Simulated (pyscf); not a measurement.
Thermochemistry of product channels of `[Cl][SiH]([Cl])[Cl]` + `[NH3]` on the singlet surface, in kJ/mol, from ωB97M-D3(BJ)/def2-TZVP energies (ideal gas, 1 atm, RRHO with modes under 100 cm⁻¹ raised to 100, one conformer, R ln 2 for chiral ones without a mode under 150 cm⁻¹). Single points on ωB97X-D3(BJ)/def2-SVP structures (PySCF, gas phase).

| products | ΔE | ΔH(298 K) | ΔG(298 K) | ΔG(600 K) |
|---|---|---|---|---|
| `[NH2][Si]([Cl])([Cl])[Cl]` + `[H][H]` | … | -63.7 | -59.2 | -57.5 |
| `[ClH]` + `[NH2][SiH]([Cl])[Cl]` | +28.2 | +20.1 | +17.3 | … |

Q: Fill in the missing entries.

A: 
- `[NH2][Si]([Cl])([Cl])[Cl]` + `[H][H]`, ΔE: -48.7
- `[ClH]` + `[NH2][SiH]([Cl])[Cl]`, ΔG(600 K): +13.3

These are energies of the channels, which say nothing of barriers.
